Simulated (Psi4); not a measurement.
# A workflow on CH4NSi (SMILES [H]/N=C/[SiH2])

Aim: a geometry optimisation (doublet CH4NSi, U-r2SCAN-3c/def2-mTZVPP), then the energy (singlet CH4NSi+, r2SCAN-3c/def2-mTZVPP), then a geometry optimisation (singlet CH4NSi+, r2SCAN-3c/def2-mTZVPP) of CH4NSi. 

Program for the calculation: Psi4 1.11.

**1. The system as given**

CH4NSi has 7 atoms, charge 0, and is taken as a doublet. SMILES: `[H]/N=C/[SiH2]`. The shape is that of a GFN2-xTB (4 decimals) optimisation. The run starts from this shape.

Bond lengths: N1–C2 1.286 Å, C2–Si3 1.829 Å, N1–H4 1.018 Å, C2–H5 1.102 Å, Si3–H6 1.445 Å, Si3–H7 1.453 Å. Angles: N1–C2–Si3 119.7°, N1–C2–H5 123.0°, Si3–C2–H5 117.4°, C2–N1–H4 114.6°, C2–Si3–H6 123.1°, C2–Si3–H7 118.6°, H6–Si3–H7 118.3°.

**2. A geometry optimisation at U-r2SCAN-3c/def2-mTZVPP (density fitting) (run 1)**

The input, ch4nsi.sdf:

```

     RDKit          3D

  7  6  0  0  0  0  0  0  0  0999 V2000
   -1.5489   -0.1321   -0.1594 N   0  0  0  0  0  2  0  0  0  0  0  0
   -0.3140   -0.1171   -0.5181 C   0  0  0  0  0  3  0  0  0  0  0  0
    0.9862    0.2015    0.7277 Si  0  0  0  0  0  3  0  0  0  0  0  0
   -2.2068   -0.3152   -0.9149 H   0  0  0  0  0  0  0  0  0  0  0  0
    0.0108   -0.2895   -1.5565 H   0  0  0  0  0  0  0  0  0  0  0  0
    0.6989    0.4398    2.1238 H   0  0  0  0  0  0  0  0  0  0  0  0
    2.3737    0.2128    0.2975 H   0  0  0  0  0  0  0  0  0  0  0  0
  2  1  1  0
  3  2  1  0
  4  1  1  0
  5  2  1  0
  6  3  1  0
  7  3  1  0
M  RAD  3   1   2   2   2   3   2
M  END
$$$$
```

The input, calc.py:

```python
import psi4
from rdkit import Chem

psi4.set_memory(1600000000)
psi4.set_num_threads(1)
psi4.core.set_output_file('ch4nsi.out', False)

rd = Chem.SDMolSupplier('ch4nsi.sdf', removeHs=False, sanitize=False)[0]
xyz = rd.GetConformer().GetPositions()
atoms = '\n'.join(f'{a.GetSymbol()} {x:.4f} {y:.4f} {z:.4f}' for a, (x, y, z) in zip(rd.GetAtoms(), xyz))
molecule = psi4.geometry('0 2\n' + atoms + '')

options = {'reference': 'uks'}
psi4.set_options(options)

E = psi4.optimize('R2SCAN-3C', molecule=molecule)
print(f'total energy {E:.8f} hartree = {E * 27.211386:.5f} eV')
print(molecule.to_string(dtype='xyz', units='Angstrom'))
```

Command:

```sh
$ python calc.py
```

ch4nsi.out:

```text
[...]
  Running in c1 symmetry.
[...]
  Nuclear repulsion =   91.148283208559789
[...]
  Multiplicity = 2
[...]
  Nalpha       = 16
  Nbeta        = 15
[...]
    Number of basis functions: 90
[...]
   @DF-UKS iter   1:  -384.14261473486613   -3.66046e-02   1.04468e-02 DIIS/ADIIS
[...]
   @DF-UKS iter   8:  -384.62470289371100   -2.16005e-12   5.05438e-09 DIIS
[...]
   @S^2 Observed:                7.665060623E-01
[...]
  @DF-UKS Final Energy:  -384.62470289371100
   => Energetics <=
    Nuclear Repulsion Energy =             90.3442546959133352
    One-Electron Energy =                -708.2638332694245946
    Two-Electron Energy =                 267.8851229241464580
    DFT Exchange-Correlation Energy =     -34.5927220026430291
    Empirical Dispersion Energy =           0.0024747582967576
    VV10 Nonlocal Energy =                  0.0000000000000000
    Total Energy =                       -384.6247028937110031
[...]
  -Total Gradient:
     Atom            X                  Y                   Z
    ------   -----------------  -----------------  -----------------
       1       -0.000018659078     0.000038622856    -0.000102104124
       2        0.000100623137     0.000029446813    -0.000032622173
       3       -0.000009208815     0.000049262856    -0.000092742541
       4        0.000046876180    -0.000069508089    -0.000060783373
       5        0.000063457686     0.000040488062    -0.000058959797
       6        0.000010545314     0.000145536845    -0.000076094637
       7        0.000018878794     0.000147942749    -0.000043981487
[...]
```

The script printed:

```text
Some dependencies such as QCElemental have not yet finished migration to pydantic v2. If issues are encountered please downgrade pydantic or upgrade QCElemental as appropriate
	Change in internal coordinate of 5.17e-01 exceeds limit of 5.00e-01.
	Skipping Hessian update for step 3.
	Change in internal coordinate of 5.24e-01 exceeds limit of 5.00e-01.
	Skipping Hessian update for step 2.
	Change in internal coordinate of 5.27e-01 exceeds limit of 5.00e-01.
	Skipping Hessian update for step 1.
	Energy ratio indicates iffy step.
	Intrafrag trust radius decreased to   0.25.
	Change in internal coordinate of 7.78e-01 exceeds limit of 5.00e-01.
	Skipping Hessian update for step 4.
	Change in internal coordinate of 8.01e-01 exceeds limit of 5.00e-01.
	Skipping Hessian update for step 3.
	Change in internal coordinate of 8.07e-01 exceeds limit of 5.00e-01.
	Skipping Hessian update for step 2.
	Change in internal coordinate of 8.11e-01 exceeds limit of 5.00e-01.
	Skipping Hessian update for step 1.
	Energy has increased in a minimization.
	Energy ratio indicates iffy step.
	Intrafrag trust radius decreased to  0.188.
	Change in internal coordinate of 7.02e-01 exceeds limit of 5.00e-01.
	Skipping Hessian update for step 4.
	Change in internal coordinate of 7.26e-01 exceeds limit of 5.00e-01.
	Skipping Hessian update for step 3.
	Change in internal coordinate of 7.32e-01 exceeds limit of 5.00e-01.
	Skipping Hessian update for step 2.
	Change in internal coordinate of 7.35e-01 exceeds limit of 5.00e-01.
	Skipping Hessian update for step 1.
	Previous geometry is closer to target in internal coordinates, so using that one.

	Best geometry has RMS(Delta(q)) = 1.96e-06

Optimizer: Optimization complete!
total energy -384.62470289 hartree = -10466.17126 eV
7
0 2 CH4NSi
N                    -1.598449164123    -0.330190204680    -0.309903684025
C                    -0.377945244570    -0.245683439826    -0.705099460424
Si                    0.940862731887     0.309547173202     0.485446424353
H                    -2.213456718355    -0.620189287616    -1.074336330954
H                    -0.074871924838    -0.441576967196    -1.748879380352
H                     0.581360537547     0.157615081012     1.912194023463
H                     2.298437184212    -0.175698343030     0.136580511110
```

Run time: 2.7 min. Hardware: 1 thread of Intel Xeon 6975P-C (Granite Rapids), shared host; peak memory 1.2 GiB.

Step by step:

| step | energy from the first frame kept (eV) | largest force (eV/Å) |
| --- | --- | --- |
| 0 | 0.0000 | 0.6167 |
| 1 | -0.0253 | 0.1421 |
| 2 | -0.0262 | 0.0329 |
| 3 | -0.0268 | 0.0536 |
| 4 | -0.0409 | 0.9279 |
| 5 | -0.0891 | 0.2485 |
| 6 | 0.1298 | 1.7095 |
| 7 | 0.0081 | 1.0272 |
| 8 | -0.0860 | 0.2632 |
| 9 | -0.0915 | 0.1087 |
| 10 | -0.0929 | 0.0197 |
| 11 | -0.0930 | 0.0288 |
| 12 | -0.0930 | 0.0085 |

After the run. Bond lengths: N1–C2 1.286 Å, C2–Si3 1.861 Å, N1–H4 1.023 Å, C2–H5 1.104 Å, Si3–H6 1.479 Å, Si3–H7 1.483 Å. Angles: N1–C2–Si3 119.7°, N1–C2–H5 122.6°, Si3–C2–H5 117.6°, C2–N1–H4 111.1°, C2–Si3–H6 114.5°, C2–Si3–H7 113.6°, H6–Si3–H7 114.6°.

**3. The singlet cation: the energy at r2SCAN-3c/def2-mTZVPP (density fitting) (run 2)**

The input, input.inp:

```
memory 1600 mb

molecule geom {
  1 1
  N     -1.546427    -0.288323    -0.105470
  C     -0.325930    -0.203799    -0.500684
  Si     0.992889     0.351439     0.689846
  H     -2.161443    -0.578324    -0.869896
  H     -0.022870    -0.399683    -1.544470
  H      0.633410     0.199495     2.116598
  H      2.350464    -0.133789     0.340957
  units angstrom
}


result, w = energy("r2scan-3c", return_wfn=True)
```

Command:

```sh
$ psi4 input.inp input.out -n 1
```

input.out:

```text
[...]
  Running in c1 symmetry.
[...]
  Nuclear repulsion =   90.344251677527737
[...]
  Multiplicity = 1
[...]
  Nalpha       = 15
  Nbeta        = 15
[...]
    Number of basis functions: 90
[...]
   @DF-RKS iter   1:  -384.09131816148044   -1.86521e-02   7.52272e-03 ADIIS/DIIS
[...]
   @DF-RKS iter  10:  -384.31808434327070   -5.03167e-08   3.76430e-07 DIIS
[...]
  @DF-RKS Final Energy:  -384.31808434327070
   => Energetics <=
    Nuclear Repulsion Energy =             90.3442516775277369
    One-Electron Energy =                -700.4369196701229612
    Two-Electron Energy =                 260.0622541002803700
    DFT Exchange-Correlation Energy =     -34.2902452069521146
    Empirical Dispersion Energy =           0.0025747559963224
    VV10 Nonlocal Energy =                  0.0000000000000000
    Total Energy =                       -384.3180843432706979
[...]
 Multipole Moments:
 ------------------------------------------------------------------------------------
     Multipole            Electronic (a.u.)      Nuclear  (a.u.)        Total (a.u.)
 ------------------------------------------------------------------------------------
 L = 1.  Multiply by 2.5417464519 to convert [e a0] to [Debye]
 Dipole X            :          0.4742808            0.5796398            1.0539206
 Dipole Y            :          1.3545463           -1.0046066            0.3499398
 Dipole Z            :          0.4635886           -0.7145472           -0.2509586
 Magnitude           :                                                    1.1385019
[...]
```

Wall time 9.3 s (1 thread of Intel Xeon 6975P-C (Granite Rapids), shared host); peak memory 1.1 GiB.

**4. The singlet cation: a structure relaxation at r2SCAN-3c/def2-mTZVPP (density fitting) (run 3)**

The input, ch4nsi.py:

```python
import psi4

psi4.set_memory('1600 MB')
psi4.set_num_threads(1)
psi4.core.set_output_file('output.dat', False)

m = psi4.geometry("""
1 1
N     -1.546427    -0.288323    -0.105470
C     -0.325930    -0.203799    -0.500684
Si     0.992889     0.351439     0.689846
H     -2.161443    -0.578324    -0.869896
H     -0.022870    -0.399683    -1.544470
H      0.633410     0.199495     2.116598
H      2.350464    -0.133789     0.340957
symmetry c1
""")

psi4.set_options({
    'reference': 'rks',
})

e = psi4.optimize('r2scan-3c')
print(f'r2scan-3c energy: {e:.10f} Eh')
m.save_xyz_file('final.xyz', False)
```

Command:

```sh
$ python ch4nsi.py
```

output.dat:

```text
gradient() will perform analytic gradient computation.

   => Loading Basis Set <=

    Name: DEF2-MTZVPP
    Role: ORBITAL
    Keyword: BASIS

   => R2SCAN3C: Empirical Dispersion <=

        a1 =       0.420000
        a2 =       5.650000
       alp =      16.000000
        s6 =       1.000000
        s8 =       0.000000
        s9 =       2.000000
        ga =       2.000000
        gc =       1.000000
        wf =       6.000000

[... 607 lines left out ...]
    Weights Tolerance      =       1.00E-15
[... 1020 lines left out ...]
    VV10 Nonlocal Energy =                  0.0000000000000000
[... 1058 lines left out ...]
   @DF-RKS iter   9:  -384.34886758558685   -2.84217e-11   1.15769e-08 DIIS
[... 992 lines left out ...]
    Final Occupation by Irrep:
[... 979 lines left out ...]
	  Convergence Criteria     1.00e-06 *    3.00e-04 *             o    1.20e-03 *             o
[... 19 lines left out ...]
    Geometry (in Angstrom), charge = 1, multiplicity = 1:

    N           -0.054741738742     1.069551301758    -0.508288477346
    C           -0.965152274818     0.214664580463    -0.371468551631
    SI           0.489637117770    -0.613006978780     0.375612290989
    H           -0.164198499970     2.038472525507    -0.735307204728
    H           -2.360071873096     0.336659335601     0.192040046596
    H            0.897506255929    -1.828051907558    -0.911409537854
    H            0.287085390399    -0.946881280325     2.513140495570

PsiException: Could not converge geometry optimization in 50 iterations.

[set-up sections that repeat, and orbital energies of the middle runs, are left out above]
```

Run time: 5.9 min. Hardware: 1 thread of Intel Xeon 6975P-C (Granite Rapids), shared host; peak memory 1.2 GiB.

No converged result was reached.

**5. Results**

| quantity | value |
| --- | --- |
| run 1, U-r2SCAN-3c/def2-mTZVPP: total energy at the end | -384.62470 Eh |
| run 1, U-r2SCAN-3c/def2-mTZVPP: dipole moment | 1.73 D |
| run 1, U-r2SCAN-3c/def2-mTZVPP: HOMO energy (highest over α and β) | -5.38 eV |
| run 1, U-r2SCAN-3c/def2-mTZVPP: LUMO energy (lowest over α and β) | -3.20 eV |
| run 1, U-r2SCAN-3c/def2-mTZVPP: ⟨S²⟩ | 0.767 |
| singlet cation, run 2: total energy | -384.31808 Eh |
| singlet cation, run 2: HOMO energy | -12.44 eV |
| singlet cation, run 2: LUMO energy | -11.00 eV |
| singlet cation, run 2: HOMO–LUMO gap | 1.45 eV |
| singlet cation, run 3 | no result (not converged) |

What this shows: The optimisation (run 1, U-r2SCAN-3c/def2-mTZVPP) took 13 steps and changed the energy by -0.093 eV. 1 of the 3 runs did not end normally.
